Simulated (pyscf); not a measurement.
This saddle point was located with ωB97X-D3(BJ)/def2-SVP in PySCF.

```
Si
H 1 1.4849
H 1 1.4849 2 112.07
Br 1 2.2095 2 109.41 3 -121.56
Br 1 2.4526 2 107.41 3 117.71
H 5 1.6438 1 171.95 2 -60.35
```
Charge 0, spin multiplicity 2.

Surface: doublet, charge 0. Lowest wavenumbers (cm⁻¹): 459i, 73, 192, 239, 435.

Task: What reaction is this the transition state of?

Result: `[Br][SiH2][Br]` + `[H]` [doublet] <-> `[BrH]` + `[SiH2][Br]` [doublet], an atom transfer read from left to right: Br–Si broken and Br–H formed. At ωB97M-D3(BJ)/def2-TZVP it lies +14.7 kcal/mol from the left side and +10.6 kcal/mol from the right (each side as separated species at their lowest minima found). The same reactants have a lower exit, to Br–SiH•–Br + H₂ (barrier +4.4 kcal/mol at ωB97M-D3(BJ)/def2-TZVP, against +14.7 kcal/mol here). This is the saddle that the search found; another between the same sides may lie lower. The angle at the transferred Br is 172°. Elements up to Kr have no core potential and no relativistic terms here.
